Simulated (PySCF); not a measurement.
**SMILES C=C/C=C/[O-], [C4H5O]-, charge -1**

Molfile (atoms numbered from 1):
```
C4H5O
     RDKit          3D

 10  9  0  0  0  0  0  0  0  0999 V2000
   -1.9642    0.2439    0.3806 C   0  0  0  0  0  0  0  0  0  0  0  0
   -0.8081    0.4083   -0.3264 C   0  0  0  0  0  0  0  0  0  0  0  0
    0.5454    0.2486    0.0665 C   0  0  0  0  0  0  0  0  0  0  0  0
    1.6112    0.4660   -0.8247 C   0  0  0  0  0  0  0  0  0  0  0  0
    2.8339    0.3681   -0.6417 O   0  0  0  0  0  0  0  0  0  0  0  0
   -1.9506   -0.0597    1.4340 H   0  0  0  0  0  0  0  0  0  0  0  0
   -2.9434    0.4094   -0.0792 H   0  0  0  0  0  0  0  0  0  0  0  0
   -0.9264    0.7157   -1.3805 H   0  0  0  0  0  0  0  0  0  0  0  0
    0.7888   -0.0550    1.0931 H   0  0  0  0  0  0  0  0  0  0  0  0
    1.2390    0.7760   -1.8567 H   0  0  0  0  0  0  0  0  0  0  0  0
  1  2  2  0
  2  3  1  0
  3  4  2  0
  4  5  1  0
  1  6  1  0
  1  7  1  0
  2  8  1  0
  3  9  1  0
  4 10  1  0
M  CHG  1   5  -1
M  END
```

Method: PySCF 2.14.0, quadratic response LC-wPBE/def2-SVPD first hyperpolarisability, Taylor convention, gas phase. Geometry: PBE0-D3(BJ)/def2-SVP.

For a gas-phase anion, states above the detachment energy (about 2.4 eV, taken as minus the energy of the highest occupied orbital) lie in the continuum and depend on the basis.

Task: Give the tensor of the second harmonic β(−2ω;ω,ω) at 1907 nm in the axes of these coordinates.

Result: In au, Taylor convention; rows are the first index (the induced dipole):
```tsv
	xx	yy	zz	xy	xz	yz
x	+585.7	+124.6	-36.8	-32.7	+76.3	+46.1
y	-30.6	+8.6	-24.6	+124.4	+45.2	-21.8
z	+68.6	-22.1	+33.2	+45.4	-34.1	-24.8
```
Norm of βᵢ = ⅓ Σⱼ (βᵢⱼⱼ + βⱼᵢⱼ + βⱼⱼᵢ): 682.3 au, hyper-Rayleigh value 276.2 au.
